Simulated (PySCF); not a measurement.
One molecule, one basis, several functionals.

Compound: nitrosyl chloride, ClNO.
Atom-mapped SMILES: `[O:1]=[N:2][Cl:3]`

PySCF, def2-SVPD basis, density fitting, gas phase, PBE0-D3(BJ)/def2-SVP geometry; singlet excitations by full TDDFT with frozen cores, triplets by Tamm–Dancoff TDDFT and ionisation energies by ΔSCF, from the lowest of the holes tried. One functional is left out:

```csv
functional,exact exchange (%),HOMO energy (eV),LUMO energy (eV),lowest singlet excitation (eV),lowest triplet excitation (eV),dipole moment (D),mean polarisability (au),vertical ionisation energy (eV)
LDA,0,-7.60,-5.24,2.63,2.06,1.598,33.6,11.60
PBE,0,-7.46,-5.01,2.69,2.03,1.725,33.5,11.36
PBE0,25,-8.79,-3.90,2.75,1.92,1.864,32.6,11.47
BHandHLYP,50,-9.99,-2.55,2.69,1.87,1.854,32.4,11.39
```

Predict the row of B3LYP (20 % exact exchange) by straight lines through the other rows, and check it.

```tsv
property	line	computed	computed − line	PBE0 (25 %), for comparison
HOMO energy (eV)	-8.52	-8.55	-0.03	-8.79
LUMO energy (eV)	-4.11	-4.18	-0.07	-3.90
lowest singlet excitation (eV)	2.69	2.72	+0.03	2.75
lowest triplet excitation (eV)	1.97	1.94	-0.03	1.92
dipole moment (D)	1.766	1.771	+0.005	1.864
mean polarisability (au)	33.0	33.0	0.0	32.6
vertical ionisation energy (eV)	11.45	11.50	+0.05	11.47
```

Which of these properties follows the share of exact exchange most closely, and which least?

Most closely the HOMO energy, least the vertical ionisation energy; the correlations over the tabulated rows are HOMO energy -0.999, LUMO energy 0.997, lowest triplet excitation -0.969, mean polarisability -0.951, dipole moment 0.809, lowest singlet excitation 0.426, vertical ionisation energy -0.373. The HOMO energy moves by -0.493 eV for every 10 %. Functionals with the same share still differ in their other parts: at 0 % LDA and PBE differ by 0.14 eV in it.
